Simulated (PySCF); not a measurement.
Gas-phase reaction: SiHCl + H = SiH2Cl

Computed with PySCF and rigid-rotor harmonic-oscillator thermochemistry at 1 bar. † marks an energy on the PBE0/def2-TZVP geometry and frequencies; other levels use their own. 6-31G* has spherical d functions here. Open shells (unrestricted): H (multiplicity 2), SiH2Cl (multiplicity 2); the rest are closed-shell singlets. B3LYP is the form with VWN-RPA correlation. SiHCl, SiH2Cl: computed as isolated molecules; such fragments, hydroxides, amides, oligomers or adducts are transient or little studied in the gas. The harmonic model lacks anharmonicity and excited electronic states, which grow with temperature; levels with a mode under 35 cm⁻¹ are left out.

```
level               ΔE electronic, kJ  ΔH°(298 K), kJ  ΔS°(298 K), J/K  ΔG°(1600 K), kJ
------------------  -----------------  --------------  ---------------  ---------------
B3LYP/6-31G*                     -266            -248             -104              -71
HF/def2-TZVP†                    -255            -237             -104              -60
M06-2X/def2-TZVP†                -267            -249             -104              -72
PBE0/def2-QZVP†                  -275            -257             -104              -80
PBE0/def2-TZVP                   -274            -257             -104              -79
ωB97M-V/def2-TZVP†               -256            -238             -104              -61
```
ΔH° is lowest at PBE0/def2-QZVP† and highest at HF/def2-TZVP†. No reference value is set beside these.
